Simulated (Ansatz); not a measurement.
# B₂H₃S−: Born-Oppenheimer dynamics

Aim: follow the atoms for 80 steps of 0.75 fs at constant energy, with velocities drawn for 500 K.

The runs use Ansatz 0.2.0, Gaussian basis; CAM-B3LYP-D4/def2-SVP.

## Step 1: Starting geometry

SMILES `BB[S-]`, 6 atoms, charge -1, spin multiplicity 1.

Atoms are counted from 1 here; the program's logs count them from 0.

Bond lengths: B1–B2 1.600 Å, B1–S3 2.057 Å, B1–H4 1.209 Å, B1–H5 1.210 Å, B2–S3 1.763 Å, B2–H6 1.189 Å. Angles: B2–B1–S3 56.0°, B2–B1–H4 123.3°, B2–B1–H5 123.3°, S3–B1–H4 110.0°, S3–B1–H5 110.2°, H4–B1–H5 113.2°, B1–B2–S3 75.3°, B1–B2–H6 160.8°, S3–B2–H6 124.0°, B1–S3–B2 48.8°.

Geometry (Å):

```xyz
6

B    -0.3518    0.0908   -0.6215
B     0.6577   -0.4135    0.5130
S    -0.3402    0.8027    1.3088
H    -0.0896    0.9838   -1.3933
H    -1.4072   -0.4499   -0.8600
H     1.5310   -1.0139    1.0531
```

## Step 2: The run

md/in.yaml reads:

```yaml
crystal:
  periodic: [false, false, false]
  atoms:
    - {symbol: B, position_ang: [-0.351760, 0.090790, -0.621490]}
    - {symbol: B, position_ang: [0.657710, -0.413530, 0.512980]}
    - {symbol: S, position_ang: [-0.340170, 0.802740, 1.308780]}
    - {symbol: H, position_ang: [-0.089590, 0.983810, -1.393330]}
    - {symbol: H, position_ang: [-1.407210, -0.449890, -0.860040]}
    - {symbol: H, position_ang: [1.531010, -1.013910, 1.053090]}
basis:
  gaussian: {orbitals: def2-SVP}
total_charge: -1
hamiltonian: {xc: {name: CAM-B3LYP}, dispersion: d4}
md: {n_steps: 80, timestep: 0.75, temperature: 500, ensemble: nve, seed: 724, initial_velocities: maxwell_boltzmann}
```

Command:

```bash
$ ansatz run in.yaml --threads 2 --pin off --events-out ev --progress --plain --max-ram 3481MiB
```

Before running it: what results should come out? Wanted: temperature at the start; mean temperature, second half; lowest and highest potential energy, from the first frame; largest change of potential + kinetic.

The runs gave:

```
                                                 quantity              value
                                                   length  80 steps, 60.0 fs
                                 temperature at the start              500 K
                            mean temperature, second half              297 K
lowest and highest potential energy, from the first frame      0 and 197 meV
                    largest change of potential + kinetic            3.1 meV
```

What this shows: With no thermostat the total energy should stay fixed; it holds within 3.1 meV, small beside the kinetic energy, so the time step serves. The temperature runs between 126 and 500 K. No bond breaks or forms, judged by distance.
